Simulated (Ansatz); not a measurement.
A made-up structure of Si2H3S (charge +1), singlet:

Si1  (-0.908, -0.769, -0.469)
Si2  (-1.073, 1.242, -0.227)
S3  (0.857, 0.317, 0.380)
H4  (-1.940, -1.681, -1.008)
H5  (1.901, 0.601, -0.443)
H6  (1.060, 0.271, 1.724)
(Å)

It is relaxed with PBE-D4/def2-SVP and then PBE0-D4/def2-TZVP (Ansatz 0.2.0). Atoms count as bonded within 1.22 times the sum of their covalent radii (H–H: 0.88 Å). The end point is not checked to be a true minimum.

Q: Does its bonding change? (A judgement: the text doesn't fix the answer.)

A: The calculation gives: No: no bond forms or breaks.

Where it ends: The first stage lowers the energy by 2.11 eV in 9 steps. It ends as Si₂H₃S ([Si]1[SiH][SH2]1), total charge +1:
Si1  (-1.239, -0.437, -0.547)
Si2  (-1.216, 1.748, -0.206)
S3  (0.635, 0.310, 0.293)
H4  (-1.197, -1.905, -0.754)
H5  (1.824, 0.276, -0.362)
H6  (1.090, -0.012, 1.532)
(Å)

Labels in which every atom is bracketed show which atoms are joined, not bond orders.

For scale, one of the runs: PBE0-D4/def2-TZVP relaxation, 129 basis functions, launched by `ansatz run in.yaml --threads 2 --pin off --events-out ev --progress --plain --max-ram 4352MiB`. Hardware: 2 CPU threads of an Arm Neoverse V2, shared host. Wall time about 14 s.
